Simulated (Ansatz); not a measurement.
The input, for Ansatz 0.2.0:

```yaml
crystal:
  periodic: [false, false, false]
  atoms:
    - {symbol: W, position_ang: [0.000000, 0.000000, 0.000000]}
    - {symbol: Si, position_ang: [0.000000, 0.000000, 2.328000]}
basis:
  gaussian: {orbitals: def2-SVP}
magnetization: {spin_polarized: true, initial_magnetization: 6}
correlation: {method: ccsd_t, electrons: outside_noble_gas}
output: {forces: true}
```

```sh
$ ansatz run in.yaml --threads 1 --pin off --events-out ev --progress --plain --max-ram 2393MiB
```

Output:

```
483 factors; integrals over basis functions are off by at most 1.0e-3 eV
mean field evaluation 1: about -9661.3453 eV, gradient 7.0e0 eV
mean field evaluation 2: about -9661.3503 eV, gradient 7.0e0 eV
mean field evaluation 4: about -9662.2225 eV, gradient 1.8e0 eV
mean field evaluation 8: about -9662.5890 eV, gradient 8.3e-1 eV
mean field evaluation 16: about -9662.7154 eV, gradient 2.8e-6 eV
mean field evaluation 32: about -9622.9024 eV, gradient 4.5e2 eV
mean field evaluation 64: about -9659.1717 eV, gradient 5.0e0 eV
mean field evaluation 96: about -9659.3192 eV, gradient 1.9e-1 eV
mean field evaluation 128: about -9661.8314 eV, gradient 7.6e-1 eV
mean field evaluation 160: about -9661.2107 eV, gradient 6.6e0 eV
...
mean field evaluation 992: about -9660.1707 eV, gradient 1.5e0 eV
mean field evaluation 1024: about -9660.0841 eV, gradient 5.4e-2 eV
mean field evaluation 1056: about -9661.6981 eV, gradient 3.5e0 eV
mean field evaluation 1088: about -9662.7978 eV, gradient 1.5e-1 eV
mean field evaluation 1120: about -9662.8130 eV, gradient 1.3e-1 eV
mean field evaluation 1152: about -9659.4927 eV, gradient 6.7e-2 eV
mean field -9662.81341961 eV, -355.1018434804 hartree, gradient 2.0e-6 eV, S^2 12.545600; 31 other end points of the search recorded, 0 dependent functions left out
determinant -9662.81341961 eV, -355.1018434804 hartree, with singles and doubles -9667.18524247 eV, -355.2625050074 hartree
determinant -9662.74582131 eV, -355.0993592889 hartree, with singles and doubles -9666.92345611 eV, -355.2528845360 hartree
determinant -9662.71543505 eV, -355.0982426142 hartree, with singles and doubles -9667.32739057 eV, -355.2677288534 hartree
determinant -9662.00538169 eV, -355.0721486345 hartree, with singles and doubles -9666.13491838 eV, -355.2239063091 hartree
determinant -9661.84574865 eV, -355.0662822287 hartree, with singles and doubles -9666.38138511 eV, -355.2329637940 hartree
determinant -9661.74524420 eV, -355.0625887583 hartree, with singles and doubles -9666.16965225 eV, -355.2251827552 hartree
determinant -9661.72279408 eV, -355.0617637315 hartree, with singles and doubles -9666.30909846 eV, -355.2303073088 hartree
determinant -9661.65959926 eV, -355.0594413647 hartree, with singles and doubles -9666.77712820 eV, -355.2475070843 hartree
determinant -9661.17376179 eV, -355.0415871670 hartree, with singles and doubles -9665.37277253 eV, -355.1958979656 hartree
determinant -9660.50836394 eV, -355.0171342470 hartree, with singles and doubles -9665.01303795 eV, -355.1826779637 hartree
determinant -9660.08894612 eV, -355.0017209265 hartree, with singles and doubles -9664.24894332 eV, -355.1545980038 hartree
determinant -9659.50139202 eV, -354.9801287114 hartree, with singles and doubles -9664.35435153 eV, -355.1584716841 hartree
determinant -9662.81341961 eV, -355.1018434804 hartree, with singles and doubles -9667.29838725 eV, -355.2666630013 hartree
determinant -9662.74582131 eV, -355.0993592889 hartree, with singles and doubles -9666.96201975 eV, -355.2543017236 hartree
determinant -9662.71543505 eV, -355.0982426142 hartree, with singles and doubles -9667.33300288 eV, -355.2679351023 hartree
9 core orbitals not correlated: weight in the atoms' cores, before any rotation towards them, 0.999 or more for the frozen orbitals, at most 0.001 for the correlated occupied ones
reference -9662.71543505 eV, -355.0982426142 hartree; 8, 2 occupied and 33, 39 virtual orbitals, 483 factors
second order -3.88652751 eV of doubles, -0.00000000 eV of singles
cycle   1  -4.61756714 eV  change    7.0e-7 eV  update   3.9e-6
cycle   2  -4.61756607 eV  change    1.1e-6 eV  update   3.0e-6
cycle   3  -4.61756596 eV  change    1.1e-7 eV  update   1.7e-6
cycle   4  -4.61756555 eV  change    4.1e-7 eV  update   9.6e-7
perturbative correction -0.21761001 eV, -0.0079970205 hartree
the calculation of the forces begins
Total energy: -9667.55061061 eV, -355.2759320387 hartree
Atom 0 at     0.000000     0.000000     0.000000 Å, force    -0.000000     0.000000    -2.772943 eV/Å
Atom 1 at     0.000000     0.000000     2.328000 Å, force     0.000000     0.000000     2.772943 eV/Å
Dipole moment:     0.000000    -0.000000    -0.396959 e Å
```

Forces (eV/Å):
```
W    0.000  0.000 -2.773
Si   0.000  0.000  2.773
```

Ran on 1 thread of Intel Xeon, shared host: 2.6 min wall, 0.17 GiB peak host memory.
